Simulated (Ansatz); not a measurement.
# CH₃Cl (triplet): wave-function methods side by side at distance Cl1–H2 along a hydrogen transfer = 1.897 Å, cc-pVDZ

One table from this session's results is given with a row withheld; the runs are named, their logs left out.

Program: Ansatz 0.2.0, Gaussian basis. Level of theory: cc-pVDZ, core rule «outside noble gas», up to 6 orbitals frozen. These are calculated values, not measurements.

The runs, in order: UHF; CCSD(T) on ROHF; CCSD(T) on UHF; BCCD(T) on ROHF; CISD; CCSDT(Q) on ROHF; CCSDT(Q) on UHF; CASSCF and MRCISD+Q, 4 electrons in 4 orbitals; CASSCF and NEVPT2, 4 electrons in 4 orbitals; CASSCF and MRCISD+Q, 14 electrons in 11 orbitals; CASSCF and NEVPT2, 14 electrons in 11 orbitals.

3 further runs of the same task are left out: 3 that didn't finish.

**The geometry**

The geometry derives from fragments relaxed apart (PBE0/def2-TZVP) and kept rigid, so it is no stationary point. A hydrogen atom is moved between rigid fragments.

5 atoms, charge 0, spin multiplicity 3.

Atoms are counted from 1 here; the program's logs count them from 0.

Bond lengths: H2–C3 1.090 Å, C3–H4 1.079 Å, C3–H5 1.079 Å. Angles: H2–C3–H4 112.6°, H2–C3–H5 112.6°, H4–C3–H5 134.8°.

Geometry (Å):

```xyz
5
charge 0, multiplicity 3
Cl   -0.8843    0.0000    0.0000
H     1.0127    0.0000    0.0000
C     2.1027    0.0000    0.0000
H     2.5172    0.0000    0.9962
H     2.5172    0.0000   -0.9962
```

The first run:

Contents of in.yaml:

```yaml
crystal:
  periodic: [false, false, false]
  atoms:
    - {symbol: Cl, position_ang: [-0.884277, 0.000000, 0.000000]}
    - {symbol: H, position_ang: [1.012723, 0.000000, 0.000000]}
    - {symbol: C, position_ang: [2.102723, 0.000000, 0.000000]}
    - {symbol: H, position_ang: [2.517191, 0.000000, 0.996161]}
    - {symbol: H, position_ang: [2.517191, 0.000000, -0.996161]}
basis:
  gaussian: {orbitals: cc-pVDZ}
magnetization: {spin_polarized: true, initial_magnetization: 2}
hamiltonian: {xc: hf}
output: {orbitals: {seedname: orbitals}}
```

On the command line:

```
> ansatz run in.yaml --threads 1 --pin off --events-out ev --progress --plain --max-ram 2393MiB
```

Among the steps run: UHF; CCSD(T) on ROHF; CCSD(T) on UHF; BCCD(T) on ROHF; CISD; CCSDT(Q) on ROHF; CCSDT(Q) on UHF; CASSCF and MRCISD+Q, 4 electrons in 4 orbitals; CASSCF and NEVPT2, 4 electrons in 4 orbitals; CASSCF and MRCISD+Q, 14 electrons in 11 orbitals; CASSCF and NEVPT2, 14 electrons in 11 orbitals.

One of the session's tables, all rows but one given; the rest of the session is left out.

```
          method  from UCCSDT(Q) (kcal/mol)
            ROHF                    +187.01
             UHF                    +180.83
            RMP2                     +27.54
            UMP2                     +27.93
            CISD                     +18.20
           RCCSD                      +3.61
           UCCSD                      +3.50
        RCCSD(T)                      +0.64
        UCCSD(T)                      +0.63
         BCCD(T)                          ?
          RCCSDT                      +0.22
          UCCSDT                      +0.20
       RCCSDT(Q)                      +0.02
       UCCSDT(Q)                          0
  CASSCF valence                    +148.22
  NEVPT2 valence                     +34.52
  MRCISD valence                     +11.75
MRCISD+Q valence                      +0.62
```

Estimate the missing values for BCCD(T).

**Answer.** from UCCSDT(Q) (kcal/mol): +0.65. In the column «from UCCSDT(Q) (kcal/mol)» it lies between RCCSD(T) (+0.64) and UCCSD (+3.50).

Left out of the table: CASSCF pair, NEVPT2 pair, MRCISD pair, MRCISD+Q pair (the active space lost an orbital or holds another state than full CI finds).

To keep in mind: Restricted and unrestricted rows rest on different reference determinants; where their highest levels disagree by more than a few hundredths of an eV, they describe different states and don't form one ladder. Warnings in the runs' records: passed over end.
